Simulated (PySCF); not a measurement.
## Simulated absorption spectrum

Compound: C4H9PS.
SMILES: `C=CP(C)(C)=S`

Computed, not measured: TDDFT B3LYP/def2-SVPD, vertical, gas phase, core orbitals frozen in the response in PySCF. Geometry: GFN2-xTB, one conformer, isolated molecule. Torsions of this conformer, `[CH2:1]=[CH:2][P:3]([CH3:4])([CH3:5])=[S:6]`: C1–C2–P3–C4 126°.

Computed states:

```tsv
state	E (eV)	f
S1	4.35	0.0049
S2	4.36	0.0007
S3	5.49	0.043
S4	5.59	0.034
S5	5.99	0.0006
S6	6.10	0.0044
S7	6.33	0.012
S8	6.48	0.015
```

Each state is given a Gaussian of 0.4 eV full width at half maximum, with ε(max) = 2.175×10⁸ f / Δν̃ (Δν̃ the width in cm⁻¹). The width is an assumption, not a result. The curve ends short of the highest state used, and states not computed would add to its high-energy end.

Task: Give the broadened spectrum and its maxima.

Result: 
E (eV), ε (L mol⁻¹ cm⁻¹) and a bar:
```
     3.75          1 
     3.79          2 
     3.83          4 
     3.86          6 
     3.90         11 
     3.94         21 
     3.98         35 
     4.02         57 
     4.06         88 #
     4.10        128 #
     4.14        176 #
     4.17        216 #
     4.21        269 ##
     4.25        317 ##
     4.29        354 ##
     4.33        374 ##
     4.37        374 ##
     4.41        354 ##
     4.45        316 ##
     4.48        281 ##
     4.52        228 #
     4.56        175 #
     4.60        127 #
     4.64         87 #
     4.68         57 
     4.72         35 
     4.76         21 
     4.79         14 
     4.83          9 
     4.87          7 
     4.91         11 
     4.95         21 
     4.99         43 
     5.03         84 #
     5.07        156 #
     5.10        242 #
     5.14        413 ###
     5.18        669 ####
     5.22       1029 ######
     5.26       1500 #########
     5.30       2076 #############
     5.34       2729 #################
     5.38       3405 #####################
     5.41       3886 ########################
     5.45       4431 ###########################
     5.49       4800 #############################
     5.53       4942 ##############################
     5.57       4835 #############################
     5.61       4498 ###########################
     5.65       3981 ########################
     5.69       3354 ####################
     5.72       2860 #################
     5.76       2226 ##############
     5.80       1671 ##########
     5.84       1229 #######
     5.88        910 ######
```

Maxima: 285 nm (4.35 eV), ε about 380, made up of S1 (87%) and S2 (13%); 224 nm (5.53 eV), ε about 4900, made up of S3 (56%) and S4 (44%) (ε in L mol⁻¹ cm⁻¹; maxima over ε = 5, shares over 10%).

Task: What would ε be at 5.53 eV, the highest of these maxima, with half the width (0.2 eV)?

Result: About 8770 L mol⁻¹ cm⁻¹ against 4940, a factor of about 1.8; a lone state at its own centre would give exactly 2.

Task: Coming from long wavelengths, where does ε first pass 100 L mol⁻¹ cm⁻¹?

Result: At about 304 nm (4.07 eV), 0.27 eV below S1.

Task: On this curve, what absorbance would a 10⁻⁵ mol/L sample give at 254 nm over a 1 cm path?

Result: 254 nm is 4.881 eV, where ε is about 7.9 L mol⁻¹ cm⁻¹, so A = ε c l ≈ 7.9e-05 (Beer–Lambert, with the gas-phase spectrum and the assumed width).
